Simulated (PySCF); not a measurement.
Molecule: formyl fluoride (O=CF, CHFO).

Structure with atom numbers: `[O:1]=[CH:2][F:3]` (H(Xn): hydrogen on atom n).

Geometry PBE0-D3(BJ)/def2-SVP throughout; GIAO in PySCF 2.14.0 with density-fitted response routines, gas phase, one conformer, non-relativistic; equivalent atoms averaged; functional PBE0.

**Question.** How do the absolute shieldings σ depend on the basis set? (ppm; last column core-seconds on 1 thread of an Arm Neoverse V2, shared host)

**Answer.** 
```
    basis set  functions      O1     C2     F3  H(C2)  core-s
       STO-3G         16   -58.7  125.4  207.7  24.97    0.56
        6-31G         29  -134.2   50.7  115.6  24.28     1.1
       6-31G*         44   -83.4   51.5  143.6  24.35     1.4
     def2-SVP         47   -97.0   47.9  146.6  24.25     1.4
6-311+G(2d,p)         87  -118.6   31.7  126.6  23.56     2.1
    def2-TZVP         99  -122.4   31.1  123.7  23.63     2.5
```

**Question.** Which nucleus moves most, in ppm?

**Answer.** C2 (carbonyl carbon): from 31.1 ppm with def2-TZVP to 125.4 ppm with STO-3G. The smallest spread is 1.41 ppm, at H(C2). Proton shifts span only some 12 ppm, so a few tenths of a ppm matter as much there as several ppm in carbon.

**Question.** Taking the largest basis, def2-TZVP (99 functions), as the yardstick, rank the others by their worst heavy-atom deviation.

**Answer.** 6-311+G(2d,p) 3.9 ppm (87 functions), 6-31G 19.6 ppm (29 functions), def2-SVP 25.5 ppm (47 functions), 6-31G* 39.1 ppm (44 functions), STO-3G 94.4 ppm (16 functions).

A small basis that lands close on one nucleus may do so by chance; judge by the trend and by all nuclei.
